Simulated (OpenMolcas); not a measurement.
# One shape, several levels: SiH4SO (SMILES O[SiH2]S)

We compute a comparison of 6 runs (HF/STO-3G, HF/def2-SVP, B3LYP/6-31G*, B3LYP/def2-SVP, PBE0/def2-SVP) of SiH4SO. 

The results are computed with OpenMolcas 26.06.

1 further run of the same task is left out (set aside as unsound or not needed).

### Step 1. The system as given

SiH4SO has 7 atoms, charge 0, and is taken as a singlet. SMILES: `O[SiH2]S`. The coordinates come from a GFN2-xTB relaxation. This is one conformer, not always the lowest.

Bond lengths: O1–Si2 1.618 Å, Si2–S3 2.157 Å, O1–H4 0.954 Å, Si2–H5 1.451 Å, Si2–H6 1.448 Å, S3–H7 1.326 Å. Angles: O1–Si2–S3 110.7°, O1–Si2–H5 113.6°, O1–Si2–H6 102.2°, S3–Si2–H5 102.8°, S3–Si2–H6 109.9°, Si2–O1–H4 123.8°, Si2–S3–H7 96.3°, H5–Si2–H6 117.8°.

### Step 2. Energy and forces at HF/STO-3G (run 1)

run.inp

```
&GATEWAY
  BasLib=$CurrDir
  Coord
  7
  angstrom
  O       -1.374270      -0.361540       0.185880
  Si      -0.054430       0.575140       0.190000
  S        1.597440      -0.431850      -0.764950
  H       -1.737970      -0.762100      -0.600250
  H       -0.195930       1.783080      -0.601500
  H        0.210930       0.721610       1.605830
  H        1.554240      -1.524340      -0.015000
  Basis=STO-3G
  Group=NoSym

&SEWARD

&SCF
  Thresholds=1e-10 1e-07 1e-07 1e-05
  PrOrbitals=1 2

&ALASKA
```

The basis set STO-3G is read from a file made from the Basis Set Exchange's data (not shown).

The run is started by

```
$ export MOLCAS_MEM=1860
$ pymolcas run.inp > run.log
```

Log:

```text
--- Start Module: gateway ---
[...]
--- Stop Module: gateway /rc=_RC_ALL_IS_WELL_ ---
[...]
      Basis functions           27
[...]
--- Start Module: scf ---
[...]
       Convergence after  11 Iterations
[...]
::    Total SCF energy                               -754.9640778627
[...]
      Total spin, S                                     0.0000000000
[...]
      Total electronic charge=   42.000000
      Total            charge=   -0.000000
[...]
      Dipole Moment (debye):
      Origin of the operator (angstrom)=    0.3426   -0.0410   -0.1973
                   X= -7.1089E-01               Y=  2.9421E-01               Z= -1.5734E-01           Total=  7.8529E-01
      Quadrupole Moment (debye*angstrom):
[...]
--- Stop Module: scf /rc=_RC_ALL_IS_WELL_ ---
--- Start Module: alaska ---
[...]
 *              Molecular gradients               *
 **************************************************
  Irreducible representation: a
 ------------------------------------------------------------------------------------------
                              X                       Y                       Z
 ------------------------------------------------------------------------------------------
  O1                2.75544748914704E-02    8.81966198012929E-03   -4.11655301251930E-02
  SI2              -4.41197594180973E-02    3.39267906152685E-04    1.95646163522385E-02
  S3                1.33785060247540E-02   -1.02118181145059E-02   -6.95987868324721E-03
  H4               -1.91777649038904E-03    2.51156068571268E-03    3.22317411032040E-02
  H5                1.75229028577106E-03    6.76629278672536E-03   -1.57257188878344E-02
  H6                2.86792934365621E-03   -8.73127103694604E-03    1.41356432750310E-02
  H7                4.84335362860799E-04    5.06305792752570E-04   -2.08087303419280E-03
 ------------------------------------------------------------------------------------------
--- Stop Module: alaska /rc=_RC_ALL_IS_WELL_ ---
[...]
```

Wall time 1.6 s (1 thread of Arm Neoverse V2, shared host); peak memory 0.37 GiB.

### Step 3. Energy and forces at HF/def2-SVP (run 2)

job.inp

```
* H4OSSi Hartree-Fock
&gateway
baslib=$CurrDir
coord
7
angstrom
O       -1.374270      -0.361540       0.185880
Si      -0.054430       0.575140       0.190000
S        1.597440      -0.431850      -0.764950
H       -1.737970      -0.762100      -0.600250
H       -0.195930       1.783080      -0.601500
H        0.210930       0.721610       1.605830
H        1.554240      -1.524340      -0.015000
basis=def2-SVP
group=NoSym
&seward
&scf
thresholds=1e-10 1e-07 1e-07 1e-05
prorbitals=1 2
&alaska
```

The basis set def2-SVP is read from a file made from the Basis Set Exchange's data (not shown).

The run is started by

```
$ export MOLCAS_MEM=1860
$ pymolcas job.inp > job.log
```

Log:

```text
--- Start Module: gateway ---
[...]
--- Stop Module: gateway /rc=_RC_ALL_IS_WELL_ ---
[...]
      Basis functions           70
[...]
--- Start Module: scf ---
[...]
       Convergence after  13 Iterations
[...]
::    Total SCF energy                               -763.4459922905
[...]
      Total spin, S                                     0.0000000000
[...]
      Total electronic charge=   42.000000
      Total            charge=   -0.000000
[...]
      Dipole Moment (debye):
      Origin of the operator (angstrom)=    0.3426   -0.0410   -0.1973
                   X= -1.0800E+00               Y= -2.5610E-01               Z= -2.9041E-01           Total=  1.1473E+00
      Quadrupole Moment (debye*angstrom):
[...]
--- Stop Module: scf /rc=_RC_ALL_IS_WELL_ ---
[...]
--- Start Module: alaska ---
[...]
 *              Molecular gradients               *
 **************************************************
  Irreducible representation: a
 ------------------------------------------------------------------------------------------
                              X                       Y                       Z
 ------------------------------------------------------------------------------------------
  O1                2.38878358892727E-02    1.53397973409959E-02    1.19943859453500E-02
  SI2              -1.49012847611629E-02    1.18288258274468E-02    3.03367866226889E-03
  S3               -9.98226455166673E-04   -5.94718582407383E-03    5.18598179713692E-03
  H4               -5.53993944304221E-03   -6.35357776372514E-03   -9.43163276223569E-03
  H5                1.09349907252787E-03   -1.05184477938698E-02    1.13513902675999E-03
  H6               -3.28948407975960E-03   -9.14833235799106E-03   -7.80113156224527E-03
  H7               -2.52400222618909E-04    4.79892057128950E-03   -4.11642110709387E-03
 ------------------------------------------------------------------------------------------
--- Stop Module: alaska /rc=_RC_ALL_IS_WELL_ ---
[...]
```

It took 3.9 s on 1 thread of Arm Neoverse V2, shared host; peak memory 0.41 GiB.

Runs 3 to 5 aren't shown in full; the table further down has their settings and results.

### Step 4. Energy and forces at PBE0/def2-SVP (run 6)

input.xyz

```xyz
7

O     -1.374270    -0.361540     0.185880
Si    -0.054430     0.575140     0.190000
S      1.597440    -0.431850    -0.764950
H     -1.737970    -0.762100    -0.600250
H     -0.195930     1.783080    -0.601500
H      0.210930     0.721610     1.605830
H      1.554240    -1.524340    -0.015000
```

calc.inp

```
&GATEWAY
 BASLIB=$CurrDir
 COORD=input.xyz
 BASIS=def2-SVP
 GROUP=NoSym

&SEWARD
 GRIDINPUT
 Grid=UltraFine
 End of Grid

&SCF
 KSDFT=PBE0
 THRESHOLDS=1e-10 1e-07 1e-07 1e-05
 PRORBITALS=1 2

&ALASKA
```

The basis set def2-SVP is read from a file made from the Basis Set Exchange's data (not shown).

The run is started by

```
$ export MOLCAS_MEM=1860
$ pymolcas calc.inp > calc.log
```

Log:

```text
--- Start Module: gateway ---
[...]
--- Stop Module: gateway /rc=_RC_ALL_IS_WELL_ ---
[...]
      Basis functions           70
[...]
--- Start Module: scf ---
[...]
       Convergence after  13 Iterations
[...]
::    Total KS-DFT energy                            -764.7527020731
[...]
      Total spin, S                                     0.0000000000
[...]
      Total electronic charge=   42.000000
      Total            charge=   -0.000000
[...]
      Dipole Moment (debye):
      Origin of the operator (angstrom)=    0.3426   -0.0410   -0.1973
                   X= -1.0901E+00               Y= -4.5586E-01               Z= -2.6271E-01           Total=  1.2104E+00
      Quadrupole Moment (debye*angstrom):
[...]
--- Stop Module: scf /rc=_RC_ALL_IS_WELL_ ---
[...]
--- Start Module: alaska ---
[...]
 *              Molecular gradients               *
 **************************************************
  Irreducible representation: a
 ------------------------------------------------------------------------------------------
                              X                       Y                       Z
 ------------------------------------------------------------------------------------------
  O1                2.36251501939169E-02    1.24018323414488E-02   -6.77023369122232E-03
  SI2              -2.02740441695903E-02    1.37457826349046E-02    7.30323648018771E-03
  S3               -1.75643764123024E-03   -1.39385592003061E-02    1.07793195479022E-02
  H4                3.99911419446841E-04    5.92685662859083E-04    6.48386622871477E-03
  H5                4.03110942778229E-05   -1.48753938251467E-02    5.11792228592656E-03
  H6               -3.29161196547079E-03   -8.17610873539387E-03   -1.34546054560980E-02
  H7                1.25672106863323E-03    1.02497611215844E-02   -9.45950539537144E-03
 ------------------------------------------------------------------------------------------
--- Stop Module: alaska /rc=_RC_ALL_IS_WELL_ ---
[...]
```

Run time: 16 s. Hardware: 1 thread of Arm Neoverse V2, shared host; peak memory 0.41 GiB.

### Step 5. The series

```csv
run,level,integration grid,Cartesian functions,energy (Eh),dipole moment (D),HOMO energy (eV),LUMO energy (eV),wall time
1,HF/STO-3G,–,no,-754.964078,0.79,-7.05,11.19,1.6 s
2,HF/def2-SVP,–,no,-763.445992,1.15,-10.25,4.29,3.9 s
3,B3LYP/6-31G* (spherical functions),UltraFine,no,-765.361674,1.32,-7.09,0.49,15 s
4,B3LYP/6-31G* (Cartesian functions),UltraFine,yes,-765.367611,1.31,-7.10,0.45,15 s
5,B3LYP/def2-SVP,UltraFine,no,-765.133859,1.17,-7.00,0.68,18 s
6,PBE0/def2-SVP,UltraFine,no,-764.752702,1.21,-7.33,0.90,16 s
```

### Step 6. What came out

| quantity | value |
| --- | --- |
| run 6: total energy | -764.75270 Eh |
| run 6: dipole moment | 1.21 D |
| run 6: HOMO energy | -7.33 eV |
| run 6: LUMO energy | 0.90 eV |
| run 6: HOMO–LUMO gap | 8.23 eV |
| run 6: largest force on an atom | 1.416 eV/Å |

The dipole moment (its size) runs from 0.79 D (HF/STO-3G) to 1.32 D (B3LYP/6-31G*). The two ends differ in method and basis. The HOMO–LUMO gap runs from 7.54 eV (B3LYP/6-31G*) to 18.23 eV (HF/STO-3G). Totals of different functionals can't be ranked against each other. In run 1 the basis is minimal, so the values are rough. All runs together took 70 s, the longest 18 s.
